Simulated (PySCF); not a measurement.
C3H6Cl2: calculation against experiment

**The experiment to reproduce.**

NIST CCCBDB Release 22 (SRD 101), experimental dipoles lists, for the gas: dipole moment 2.2 D.

The results are set against them at the end.

Compound: C3H6Cl2.
SMILES with atom numbers: `[CH3:1][C:2]([CH3:3])([Cl:4])[Cl:5]` (hydrogens: H6, H7, H8 on C1; H9, H10, H11 on C3)

Cartesian coordinates in Å at the PBE0-D3(BJ)/def2-SVP level; atoms count from 1:
```
atom  x, y, z in Å
C1     1.118   -0.314   -0.613
C2    -0.089    0.477   -0.157
C3    -0.986   -0.269    0.806
Cl4    0.481    1.989    0.639
Cl5   -1.057    0.932   -1.608
H6     0.788   -1.231   -1.122
H7     1.726    0.281   -1.307
H8     1.733   -0.585    0.258
H9    -1.361   -1.186    0.328
H10   -1.839    0.357    1.098
H11   -0.416   -0.538    1.708
```

The PySCF runs (gas phase, on this PBE0-D3(BJ)/def2-SVP geometry; no spin–orbit coupling):

```json
{"level": "PBE0-D3(BJ)/def2-SVP, grid level 1", "job": "geometry optimisation from an MMFF94s start shaken at random", "basis functions": "108", "wall time": "32 s"}
{"level": "PBE/pcSseg-2", "job": "shieldings", "basis functions": "278", "wall time": "44 s"}
{"level": "PBE0/pcSseg-1", "job": "shieldings, charges and field gradients", "basis functions": "129", "wall time": "9.7 s"}
{"level": "B3LYP/6-31G*", "job": "spin–spin couplings from 9 perturbed nuclei, spin–dipole term left out", "basis functions": "90", "wall time": "6.0 s"}
{"level": "B3LYP/cc-pVTZ", "job": "spin–spin couplings from 9 perturbed nuclei, spin–dipole term left out", "basis functions": "242", "wall time": "27 s"}
{"level": "B3LYP/def2-TZVP", "job": "spin–spin couplings from 9 perturbed nuclei, spin–dipole term left out", "basis functions": "203", "wall time": "21 s"}
```

Hardware: one thread of an Arm Neoverse V1, no GPU, shared host.

All basis functions are spherical.

**Comparison with experiment**

**Dipole moment.** Measured: 2.2 D (NIST CCCBDB Release 22 (SRD 101), experimental dipoles).

```tsv
level	computed (D)	computed − measured (D)	% (from the printed values)
PBE0-D3(BJ)/def2-SVP	2.19	-0.01	0
PBE/pcSseg-2	2.29	+0.09	+4
PBE0/pcSseg-1	2.43	+0.23	+10
B3LYP/6-31G*	2.39	+0.19	+9
B3LYP/cc-pVTZ	2.28	+0.08	+4
B3LYP/def2-TZVP	2.24	+0.04	+2
```

Closest is PBE0-D3(BJ)/def2-SVP (-0.01 D), furthest PBE0/pcSseg-1 (+0.23 D); one molecule doesn't rank methods. The computed dipoles belong to one fixed geometry; measured ones are averaged over vibrations unless marked μe. Magnitudes are compared, not signs.

The geometry is computed, not the measured one. Where a level misses, the cause wasn't examined.
